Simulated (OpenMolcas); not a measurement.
# BC⁺ at 1.436 Å: OpenMolcas input and output

Input (each module block was a call of its own in one work directory; start orbitals came from a preliminary run):

```
&GATEWAY
Coord
2
angstrom
C 0.0 0.0 0.0
B 0.0 0.0 1.4360
Basis=ANO-RCC-VTZP
Group=XY
RX2C
AMFI
ANGMom
0.0 0.0 0.0
RICD
&SEWARD
&GUESSORB
&RASSCF
FileOrb=$CurrDir/o31.orb
Symmetry=1
Spin=3
nActEl=6 0 0
Inactive=2 0
RAS2=4 4
CIRoot=6 6 1
Linear
Iterations=120 100
OrbListing=Nothing
PRWF=0.15
>>COPY $Project.RasOrb $CurrDir/o31.orb
>>COPY $Project.rasscf.h5 $CurrDir/r31.h5
&CASPT2
XMultistate=all
Imaginary=0.2
IPEA=0.25
MaxIter=40
>>COPY $Project.JobMix JOB001
```

```bash
pymolcas m.inp
```

RASSCF and CASPT2 output of these blocks, in excerpt:

```
++    Wave function specifications:
      Number of closed shell electrons           4
      Number of electrons in active shells       6
      Number of inactive orbitals                2
      Number of active orbitals                  8
      Number of secondary orbitals              50
      Spin quantum number                      1.0
      State symmetry                             1
++    Orbital specifications:
      Symmetry species                           1   2
                                                 a   b
      Frozen orbitals                            0   0
      Inactive orbitals                          2   0
      Active orbitals                            4   4
      RAS2 orbitals                              4   4
      Secondary orbitals                        26  24
      Number of basis functions                 32  28
      printout of CI-coefficients larger than  0.15 for root  1
      energy=     -62.089504
      conf/sym  1111 2222     Coeff  Weight
           115  0ud2 uu00  -0.69334 0.48073
           121  0022 uu00  -0.59353 0.35228
           352  0uu2 du00   0.18932 0.03584
      printout of CI-coefficients larger than  0.15 for root  2
      energy=     -62.009105
      conf/sym  1111 2222     Coeff  Weight
           352  0uu2 du00  -0.54845 0.30080
           353  0uu2 ud00  -0.77563 0.60160
      printout of CI-coefficients larger than  0.15 for root  3
      energy=     -62.009105
      conf/sym  1111 2222     Coeff  Weight
           351  0uu2 2000  -0.67172 0.45120
           354  0uu2 0200   0.67172 0.45120
      printout of CI-coefficients larger than  0.15 for root  4
      energy=     -62.003320
      conf/sym  1111 2222     Coeff  Weight
           121  0022 uu00  -0.37068 0.13741
           352  0uu2 du00  -0.70475 0.49667
           353  0uu2 ud00   0.49833 0.24833
      printout of CI-coefficients larger than  0.15 for root  5
      energy=     -61.991034
      conf/sym  1111 2222     Coeff  Weight
           351  0uu2 2000   0.66465 0.44176
           354  0uu2 0200   0.66465 0.44176
      printout of CI-coefficients larger than  0.15 for root  6
      energy=     -61.903821
      conf/sym  1111 2222     Coeff  Weight
           115  0ud2 uu00  -0.58099 0.33754
           121  0022 uu00   0.54261 0.29443
           123  0022 0uu0   0.23896 0.05710
           124  0022 u00u  -0.23896 0.05710
           352  0uu2 du00  -0.29406 0.08647
           353  0uu2 ud00   0.20793 0.04324
      Natural orbitals and occupation numbers for root  1
      sym 1:   0.015948   0.431163   1.547719   1.971394
      sym 2:   0.975131   0.975131   0.041757   0.041757
      Natural orbitals and occupation numbers for root  2
      sym 1:   0.015182   0.981466   1.014761   1.972368
      sym 2:   0.954192   0.954192   0.053919   0.053919
      Natural orbitals and occupation numbers for root  3
      sym 1:   0.015182   0.981466   1.014761   1.972368
      sym 2:   0.954192   0.954192   0.053919   0.053919
      Natural orbitals and occupation numbers for root  4
      sym 1:   0.022368   0.809312   1.181948   1.961107
      sym 2:   0.958011   0.958011   0.054622   0.054622
      Natural orbitals and occupation numbers for root  5
      sym 1:   0.016613   0.976664   1.019422   1.948896
      sym 2:   0.954298   0.954298   0.064905   0.064905
      Natural orbitals and occupation numbers for root  6
      sym 1:   0.020841   0.300595   1.659254   1.963454
      sym 2:   0.939337   0.939337   0.088590   0.088590
      RASSCF energy for state  6                    -61.90382144
::    RASSCF root number  1 Total energy:    -62.08950412
::    RASSCF root number  2 Total energy:    -62.00910460
::    RASSCF root number  3 Total energy:    -62.00910460
::    RASSCF root number  4 Total energy:    -62.00331979
::    RASSCF root number  5 Total energy:    -61.99103418
::    RASSCF root number  6 Total energy:    -61.90382144
      Von Neumann Entropy (Root   1) =  2.08316
++    Wave function specifications:
      Number of closed shell electrons           0
      Number of electrons in active shells       6
      Number of inactive orbitals                0
      Number of active orbitals                  8
      Number of secondary orbitals              50
      Spin quantum number                      1.0
      State symmetry                             1
      Number of CSFs                           744
      Number of CASSCF root(s) available         6
      CASPT2 state passed to geometry opt.       6
      A file JOBMIX will be created
      This is a MULTI-STATE CASSCF reference
      Number of CI roots used                    6
      These are:                                 1   2   3   4   5   6
      Off-diagonal elements of Heff are computed
  FINAL CASPT2 RESULT:
      Reference energy:         -62.0895041151
      E2 (Non-variational):      -0.0880283003
      Shift correction:          -0.0009360807
      E2 (Variational):          -0.0889643811
      Total energy:             -62.1784684962
      Reference weight:           0.96408
  FINAL CASPT2 RESULT:
      Reference energy:         -62.0091045994
      E2 (Non-variational):      -0.0797787887
      Shift correction:          -0.0006635192
      E2 (Variational):          -0.0804423080
      Total energy:             -62.0895469073
      Reference weight:           0.96964
  FINAL CASPT2 RESULT:
      Reference energy:         -62.0091045994
      E2 (Non-variational):      -0.0798193522
      Shift correction:          -0.0006640132
      E2 (Variational):          -0.0804833655
      Total energy:             -62.0895879648
      Reference weight:           0.96962
  FINAL CASPT2 RESULT:
      Reference energy:         -62.0033197929
      E2 (Non-variational):      -0.0842211521
      Shift correction:          -0.0007115956
      E2 (Variational):          -0.0849327477
      Total energy:             -62.0882525406
      Reference weight:           0.96796
  FINAL CASPT2 RESULT:
      Reference energy:         -61.9910341779
      E2 (Non-variational):      -0.0739804104
      Shift correction:          -0.0006138377
      E2 (Variational):          -0.0745942481
      Total energy:             -62.0656284260
      Reference weight:           0.97257
  FINAL CASPT2 RESULT:
      Reference energy:         -61.9038214390
      E2 (Non-variational):      -0.0833651975
      Shift correction:          -0.0011305269
      E2 (Variational):          -0.0844957244
      Total energy:             -61.9883171634
      Reference weight:           0.96513
       Total XMS-CASPT2 energies:
::    XMS-CASPT2 Root  1     Total energy:    -62.16458143
::    XMS-CASPT2 Root  2     Total energy:    -62.08958799
::    XMS-CASPT2 Root  3     Total energy:    -62.08954688
::    XMS-CASPT2 Root  4     Total energy:    -62.08833454
::    XMS-CASPT2 Root  5     Total energy:    -62.06562843
::    XMS-CASPT2 Root  6     Total energy:    -62.00212223
```

Only roots inside an energy window near the equilibrium distance were included, so the list of states is not complete; labels number the states computed. Each spin and symmetry block has orbitals of its own, averaged over its own roots, so gaps between blocks are less sure than gaps within one and near the minimum can be off by tenths of an eV, in bad cases by more. No Rydberg orbitals are active, so Rydberg states, and σ→σ* states whose orbital the CASSCF left unused, can be missing between those listed. CASPT2 splits the two components of degenerate states numerically, here by up to 20 cm⁻¹. No roots were computed in block 5b (none fell in the window or the block failed), so states of that kind are missing and can lie low or lowest.
